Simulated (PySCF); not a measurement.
**How methods differ on the ionisation energy of O**

O [He] 2s2 2p4 (3P) → O⁺ [He] 2s2 2p3 (4S), as a difference of total energies. Computed with PySCF 2.14 in def2-SVP (3s2p1d, 14 functions), with the non-relativistic Hamiltonian (point nucleus). Correlated levels: valence: 1s2 frozen. The calculations carry no spin-orbit coupling.

```
           method  ionisation energy (eV)  error (eV)
              UHF                  12.083      -1.525
              PBE                  13.895      +0.287
           M06-2X                  13.631      +0.023
    MP2 (valence)                  12.963      -0.645
SCS-MP2 (valence)                  12.985      -0.623
   CCSD (valence)                  12.972      -0.636
CCSD(T) (valence)                  12.979      -0.629
```

Reference: 13.608 eV (measured; NIST levels, between the centres of gravity of the two terms).

Errors of the correlated levels include the incompleteness of this basis and the frozen core.
